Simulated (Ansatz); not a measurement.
# CH3Al+ (doublet): wave-function methods side by side, cc-pVDZ

One table from this session's results is given with a row withheld; the runs are named, their logs left out.

Program: Ansatz 0.2.0, Gaussian basis. Level of theory: cc-pVDZ, core rule «outside noble gas», up to 6 orbitals frozen. These are calculated values, not measurements.

Plan: UHF; CCSD(T) on ROHF; CCSD(T) on UHF; BCCD(T) on ROHF; CISD; CCSDT(Q) on ROHF; CCSDT(Q) on UHF.

15 further runs of the same task are left out: 2 for a known fault of the program, 6 that didn't finish, 7 set aside as unsound or not needed.

### The system

The geometry is a PBE0/def2-TZVP stationary point (not a proven minimum) of the parent state, kept for this charge and spin.

5 atoms, charge 1, spin multiplicity 2.

Atoms are counted from 1 here; the program's logs count them from 0.

Bond lengths: Al1–C2 1.782 Å, Al1–H3 1.573 Å, C2–H4 1.086 Å, C2–H5 1.086 Å. Angles: C2–Al1–H3 171.1°, Al1–C2–H4 122.2°, Al1–C2–H5 122.2°, H4–C2–H5 114.3°.

Set-up of the first run:

in.yaml reads:

```yaml
crystal:
  periodic: [false, false, false]
  atoms:
    - {symbol: Al, position_ang: [-0.022898, 0.000000, 0.584948]}
    - {symbol: C, position_ang: [0.045057, -0.000001, -1.195748]}
    - {symbol: H, position_ang: [0.160619, 0.000001, 2.146962]}
    - {symbol: H, position_ang: [-0.042277, 0.912507, -1.778398]}
    - {symbol: H, position_ang: [-0.042277, -0.912509, -1.778397]}
basis:
  gaussian: {orbitals: cc-pVDZ}
total_charge: 1
magnetization: {spin_polarized: true, initial_magnetization: 1}
hamiltonian: {xc: hf}
output: {orbitals: {seedname: orbitals}}
```

Run with:

```bash
$ ansatz run in.yaml --threads 1 --pin off --events-out ev --progress --plain --max-ram 2393MiB
```

Among the steps run: UHF; CCSD(T) on ROHF; CCSD(T) on UHF; BCCD(T) on ROHF; CISD; CCSDT(Q) on ROHF; CCSDT(Q) on UHF.

One of the session's tables, all rows but one given; the rest of the session is left out.

| method | from UCCSDT(Q) (kJ/mol) |
| --- | --- |
| ROHF | ? |
| UHF | +507.5 |
| RMP2 | +90.4 |
| UMP2 | +90.9 |
| CISD | +42.4 |
| RCCSD | +13.7 |
| UCCSD | +13.5 |
| RCCSD(T) | +2.6 |
| UCCSD(T) | +2.6 |
| BCCD(T) | +2.6 |
| RCCSDT | +0.7 |
| UCCSDT | +0.7 |
| RCCSDT(Q) | +0.1 |
| UCCSDT(Q) | 0 |

**Question.** Estimate the row for ROHF.

The run gave: from UCCSDT(Q) (kJ/mol): +515.6. In the column «from UCCSDT(Q) (kJ/mol)» it is the highest.

Among the levels timed on like hardware and quicker than the yardstick, those that no quicker one beats, quickest first: UCCSD(T) (1.1 s, +2.6 kJ/mol).

Caveats from the session: Restricted and unrestricted rows rest on different reference determinants; where their highest levels disagree by more than a few hundredths of an eV, they describe different states and don't form one ladder.
